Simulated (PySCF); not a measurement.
## Worked example: the barrier

An elementary step of SiNH8F, closed shell (SiH₄ + NH₃ + HF → SiH₃F ([F][SiH3]) + NH₃ + H₂; bonds formed: Si1–F7, H2–H8, H6–N9; bonds broken: Si1–H2, H6–F7, H8–N9). “Start” is the structure reached by relaxing down from the saddle towards the reactants; PBE0-D4/def2-TZVP structures. The saddle:

```xyz
11
angstrom
Si -0.4774 0.9219 -1.1556
H 0.1033 -0.6046 -0.8689
H -0.6718 0.3251 -2.5408
H -0.0989 2.2955 -1.6290
H -1.8609 0.8440 -0.6024
H 0.6014 -0.0455 1.5380
F 0.3749 1.2813 0.3210
H 0.2911 -0.9530 0.1945
N 0.5375 -1.0536 1.3466
H 1.4163 -1.5256 1.5267
H -0.2156 -1.4854 1.8698
```

PySCF 2.14 with density fitting (its default auxiliary sets; JK sets also for MP2 and CCSD(T)); basis: def2-TZVPP and def2-QZVPP; cores frozen in the correlated methods.

Energies in eV:

| quantity | saddle | start |
| --- | --- | --- |
| Hartree–Fock, triple zeta (X = 3) | -12176.98504 | -12178.71243 |
| Hartree–Fock, quadruple zeta (X = 4) | -12177.45376 | -12179.16865 |
| MP2 correlation, X = 3 | -18.32776 | -17.86371 |
| MP2 correlation, X = 4 | -19.74120 | -19.25618 |
| CCSD(T) correlation, X = 3 | -20.04055 | -19.61372 |

Work out the barrier at the basis limit: extrapolate Hartree–Fock as E(X) = E∞ + A exp(−7.88 √X) and the MP2 correlation as E(X) = E∞ + B X^−2.97 (the exponents that Neese and Valeev fitted for def2-TZVPP and QZVPP), then add CCSD(T) − MP2 in triple zeta.

Each step is linear, so take the differences first (saddle − start): Hartree–Fock 1.72739 (X = 3) and 1.71489 (X = 4); MP2 correlation -0.46405 and -0.48502; CCSD(T) correlation -0.42683.
Two points give E∞ = E(4) + w [E(4) − E(3)], with w = 1/(exp(7.88 (2 − √3)) − 1) = 0.1377 for Hartree–Fock and w = 1/((4/3)^2.97 − 1) = 0.7407 for the correlation.
Hartree–Fock: 1.71489 + 0.1377 × (-0.01250) = 1.7132 eV.
MP2 correlation: -0.48502 + 0.7407 × (-0.02097) = -0.5006 eV.
CCSD(T) − MP2: -0.42683 − (-0.46405) = 0.0372 eV.
Sum: 1.7132 + (-0.5006) + 0.0372 = 1.2498 eV, or 28.82 kcal/mol. Plain CCSD(T) in triple zeta gives 1.3006 eV, so the larger basis shifts the result by -0.0508 eV.

T1 diagnostic: at most 0.012.

Labels in which every atom is bracketed show which atoms are joined, not bond orders.

For scale, one of the runs: CCSD(T)/def2-TZVPP, 216 basis functions, launched by `OMP_NUM_THREADS=4 python run.py`. Time: 10 min of wall clock on 4 CPU threads of an Arm Neoverse V1; the host was shared. Peak host memory: 3.2 GiB.
